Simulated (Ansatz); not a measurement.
## One elementary step

Start structure (CH₄OSi, closed shell), relaxed at PBE0-D4/def2-TZVP:

```xyz
7
angstrom
H 0.2537 -0.7070 1.1474
Si 0.4222 -0.8778 -0.6310
C -0.5693 0.7850 -0.4489
H -0.2172 1.6187 -1.1109
O -1.5574 0.9497 0.2238
H -0.0732 -1.4324 0.9457
H 1.7414 -0.3363 -0.1261
```

The step: CH₂OSi ([O][CH][SiH]) + H₂ → CH₄OSi ([OH][CH][SiH2]); bonds formed: H1–O5, Si2–H6; bonds broken: H1–Si2, H1–H6. Computed with Ansatz 0.2.0 (basis: def2-TZVPP and def2-QZVPP); correlated methods freeze the cores. Extrapolation: Hartree–Fock as exp(−7.88 √X), correlation as X^−2.97. Energies below are by CCSD(T) at an estimated basis limit (MP2 extrapolated from triple and quadruple zeta, plus CCSD(T) − MP2 in triple zeta).

(1) What are the electronic barrier and the energy of the step, from the start structure to the end structure? (An estimate is asked for; the value comes from the calculation.)

The T1 diagnostic stays at or below 0.021. The restricted Hartree–Fock reference is unstable towards an unrestricted one at one or more of these structures.

## Answers

(1) Computed: Barrier 0.233 eV; step energy -1.220 eV (downhill); reverse barrier, their difference, 1.453 eV. Barrier and step energy count from the start structure, the reverse barrier from the end structure.

The saddle point: One imaginary mode of 757i cm⁻¹.
```csv
pair,start (Å),saddle (Å),end (Å)
H1–O5,2.62,1.43,0.96
Si2–H6,1.74,1.75,1.48
H1–Si2,1.79,2.10,2.87
H1–H6,0.82,0.90,3.00
```

Zero-point energy (harmonic, PBE0-D4): ZPE is 1.110 eV at the start and 1.092 eV at the saddle, so the barrier goes from 0.233 to 0.215 eV.

First-order rate constant out of the start structure at 298 K by transition-state theory, with harmonic vibrational free energies alone and no tunnelling: ΔA‡ = 0.238 eV, so k = (kB T/h) exp(−ΔA‡/kB T) ≈ 10^9 s⁻¹ (an order of magnitude at best: rotation, the number of equivalent paths and anharmonicity are left out).

Labels in which every atom is bracketed show which atoms are joined, not bond orders.

For scale, one of the runs: CCSD(T)/def2-TZVPP, 160 basis functions, launched by `ansatz run in.yaml --threads 2 --pin off --events-out ev --progress --plain --max-ram 4352MiB`. The run took 20 s on 2 CPU threads (shared host), with 1.2 GiB of host memory at its peak.
